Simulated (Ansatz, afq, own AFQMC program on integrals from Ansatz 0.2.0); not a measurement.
AFQMC on a folder of integrals that Ansatz 0.2.0 wrote.

```yaml
crystal:
  periodic: [false, false, false]
  atoms:
    - {symbol: O, position_ang: [0.000000, 0.001105, 0.695061]}
    - {symbol: C, position_ang: [0.000000, 0.009438, -0.660775]}
    - {symbol: H, position_ang: [0.868643, -0.569422, -1.021453]}
    - {symbol: H, position_ang: [0.000000, 1.008845, -1.116196]}
    - {symbol: H, position_ang: [-0.868643, -0.569422, -1.021453]}
basis:
  gaussian: {orbitals: cc-pVDZ}
magnetization: {spin_polarized: true, initial_magnetization: 1}
correlation: {method: ccsd_t, electrons: outside_noble_gas, hamiltonian_folder: ham}
```

```sh
$ ansatz run in.yaml --threads 1 --pin off --events-out ev --progress --plain --max-ram 1382MiB
```

Options of the walk:

```
--method phaseless --trial cisd --walkers 60 --populations 1 --least-time 40 --time-step 0.005 --steps-per-block 50 --equilibration-blocks 28 --max-blocks 300 --target-error 0.00043 --factor-cut 1e-05 --start spin_pure --seed 6333 --release-times 0.24,0.5,1,1.5 --release-step 0.02 --release-every 4 --taylor-order 6
```

Times are imaginary, in 1/Eh. The walk had a cap of 1976 s.

Log:

```
orbitals 41  electrons 7 6  factors 322 of 386
reference energy -114.42918863 Eh
CCSD correlation -0.31845024 Eh in 12 cycles, weight of the determinant in the CISD state 0.8979
energy of the start -114.747411 Eh
 block  time / (1/Eh)  mean weight  energy / Eh
     1     0.250  0.9983  -114.745438
     2     0.500  1.0018  -114.748340
     3     0.750  0.9985  -114.750631
     4     1.000  0.9998  -114.752149
     5     1.250  0.9979  -114.755266
     9     2.250  1.0014  -114.752446
    33     8.250  1.0010  -114.753878
    65    16.250  1.0010  -114.751486
    81    20.250  0.9990  -114.769896
    97    24.250  1.0001  -114.749947
   129    32.250  0.9965  -114.754861
   145    36.250  1.0005  -114.748723
   161    40.250  0.9993  -114.755336
   193    48.250  0.9968  -114.752572
   225    56.250  1.0043  -114.749798
   257    64.250  0.9976  -114.749705
   289    72.250  0.9992  -114.755074
   321    80.250  0.9998  -114.761274
blocks merged  error / Eh  count
     1  0.000279  300
     2  0.000341  150
     4  0.000396  75
     8  0.000402  37
    16  0.000460  18
    32  0.000479  9
released: time / (1/Eh)  energy / Eh  error  mean overlap
  0.24  -114.755051  0.000475  1.0064
  0.50  -114.755713  0.000402  1.0068
  1.00  -114.755379  0.000486  1.0073
  1.50  -114.754833  0.000543  1.0200
energy -114.755342 +/- 0.000460 Eh
(rows thinned)
```

The run passed its tests (sampling time, drift between the halves within three errors, error under three times the target), which doesn't prove that it has relaxed.

Against this walk (error 12.5 meV) on the same determinant: CCSD(T) 27.6 meV higher. The error is statistical and leaves out the bias of the constraint. None of these is a sure reference here. Released to 1.50 1/Eh the energy moves by 14 ± 19 meV (both errors), within twice the noise.

Cautions: constraint bias not in the error; error above the target (12.5 against 11.7 meV).

The walk took 9.5 min on 1 thread of Intel(R) Xeon(R) 6975P-C (Granite Rapids), on a shared host. The log's last line is the phaseless energy.

A walk keeps the symmetry of its determinant, which the program's search chose and which needn't be the lowest solution, so a lower state of the same spin and another symmetry isn't excluded.
